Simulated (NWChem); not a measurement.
System meant: Li, doublet

Input file for NWChem:

```
start job
memory heap 200 mb stack 900 mb global 1100 mb
geometry units angstroms noautoz
  Li     0.000000     0.000000     0.000000
end
basis spherical
  * library def2-svp
end
dft
  odft
  mult 3
  xc pbe0
  iterations 150
  mulliken
end
task dft energy
```

End of the output:

```
            Nuclear Dipole moment (a.u.)
            ----------------------------
        X                 Y               Z
 ---------------- ---------------- ----------------
     0.0000000000     0.0000000000     0.0000000000

            XYZ format geometry
            -------------------
     1
 geometry
 Li                    0.00000000     0.00000000     0.00000000

 Summary of "ao basis" -> "" (spherical)
 ------------------------------------------------------------------------------
       Tag                 Description            Shells   Functions and Types
 ---------------- ------------------------------  ------  ---------------------
 *                          def2-svp                  on all atoms

                                 NWChem DFT Module
                                 -----------------

 Summary of "ao basis" -> "ao basis" (spherical)
 ------------------------------------------------------------------------------
       Tag                 Description            Shells   Functions and Types
 ---------------- ------------------------------  ------  ---------------------
 Li                         def2-svp                 5        9   3s2p

 Summary of "ao basis" -> "ao basis" (spherical)
 ------------------------------------------------------------------------------
       Tag                 Description            Shells   Functions and Types
 ---------------- ------------------------------  ------  ---------------------
 Li                         def2-svp                 5        9   3s2p

  number of electrons :                    3
  multiplicity        :                    3
 ------------------------------------------------------------------------
  no. of electrons and multiplicity not compatible                   3
 ------------------------------------------------------------------------
 ------------------------------------------------------------------------
  current input line :
    16: task dft energy
 ------------------------------------------------------------------------
 ------------------------------------------------------------------------
 There is an error in the input file
 ------------------------------------------------------------------------
 For more information see the NWChem manual at https://nwchemgit.github.io

0: no. of electrons and multiplicity not compatible:Received an Error in Communication
```

Problem. What is wrong, and how is it mended?

Solution. The program refused the input. Cause: the multiplicity doesn't fit the number of electrons (an even count wants an odd multiplicity, and the reverse). This input runs:
```
start job
memory heap 200 mb stack 900 mb global 1100 mb
geometry units angstroms noautoz
  Li     0.000000     0.000000     0.000000
end
basis spherical
  * library def2-svp
end
dft
  odft
  mult 2
  xc pbe0
  iterations 150
  mulliken
end
task dft energy
```
It converges to -7.45943 Ha (PBE0/def2-SVP, spin-unrestricted).
